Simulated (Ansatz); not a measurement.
# CH₂Cl₂ (singlet): from Hartree-Fock to the top rungs, cc-pV(D+d)Z

How much of the correlation energy of CH₂Cl₂ (singlet) does each wave-function method recover here?

Method: cc-pV(D+d)Z, core rule «outside noble gas», up to 11 orbitals frozen; program: Ansatz 0.2.0, Gaussian basis.

To be run: UHF; CCSD(T) on RHF; BCCD(T) on RHF; CISD; CCSDT(Q) on RHF; CASSCF and MRCISD+Q, 16 electrons in 12 orbitals; CASSCF and NEVPT2, 16 electrons in 12 orbitals.

14 further runs of the same task are left out: 1 that didn't finish, 13 set aside as unsound or not needed.

**1. The geometry**

The geometry is an MP2(full)/6-31G* stationary point (not a proven minimum).

5 atoms, charge 0, spin multiplicity 1.

Atoms are counted from 1 here; the program's logs count them from 0.

Bond lengths: C1–Cl2 1.767 Å, C1–Cl3 1.767 Å, C1–H4 1.087 Å, C1–H5 1.087 Å. Angles: Cl2–C1–Cl3 113.0°, Cl2–C1–H4 108.3°, Cl2–C1–H5 108.3°, Cl3–C1–H4 108.3°, Cl3–C1–H5 108.3°, H4–C1–H5 110.8°.

**2. UHF**

Contents of in.yaml:

```yaml
crystal:
  periodic: [false, false, false]
  atoms:
    - {symbol: C, position_ang: [0.000000, 0.000000, 0.799380]}
    - {symbol: Cl, position_ang: [0.000000, 1.474200, -0.175680]}
    - {symbol: Cl, position_ang: [0.000000, -1.474200, -0.175680]}
    - {symbol: H, position_ang: [-0.894585, 0.000000, 1.416562]}
    - {symbol: H, position_ang: [0.894585, 0.000000, 1.416562]}
basis:
  gaussian: {orbitals: "cc-pV(D+d)Z.json"}
magnetization: {spin_polarized: true, initial_magnetization: 0}
hamiltonian: {xc: hf}
output: {orbitals: {seedname: orbitals}}
```

The run is started by

```bash
$ ansatz run in.yaml --threads 1 --pin off --events-out ev --progress --plain --max-ram 3956MiB --backend cpu
```

After this run come: CCSD(T) on RHF; BCCD(T) on RHF; CISD; CCSDT(Q) on RHF; CASSCF and MRCISD+Q, 16 electrons in 12 orbitals; CASSCF and NEVPT2, 16 electrons in 12 orbitals.

Before running them: what should the planned runs give, taken together? Wanted: RCCSDT(Q) below the RHF energy; RMP2 from RCCSDT(Q); RCCSD from RCCSDT(Q); RCCSD(T) from RCCSDT(Q); NEVPT2 valence from RCCSDT(Q); MRCISD+Q valence from RCCSDT(Q); T1 diagnostic; effectively unpaired electrons.

**Answer**, as computed:

| quantity | value |
| --- | --- |
| RCCSDT(Q) below the RHF energy | -12.8484 eV |
| RMP2 from RCCSDT(Q) | +32.15 kcal/mol |
| RCCSD from RCCSDT(Q) | +8.68 kcal/mol |
| RCCSD(T) from RCCSDT(Q) | +1.04 kcal/mol |
| NEVPT2 valence from RCCSDT(Q) | +47.49 kcal/mol |
| MRCISD+Q valence from RCCSDT(Q) | +3.29 kcal/mol |
| levels within 1 kcal/mol (43 meV) | RCCSDT |
| T1 diagnostic | 0.008 |
| effectively unpaired electrons | 0.02 |

RCCSD(T) misses by +1.04 kcal/mol, 0.4 % of the correlation energy. One determinant dominates. Of the multireference levels listed MRCISD+Q valence comes nearest in total energy (+3.29 kcal/mol), which doesn't show that its space is the better one. These misses are within one basis, not against nature.
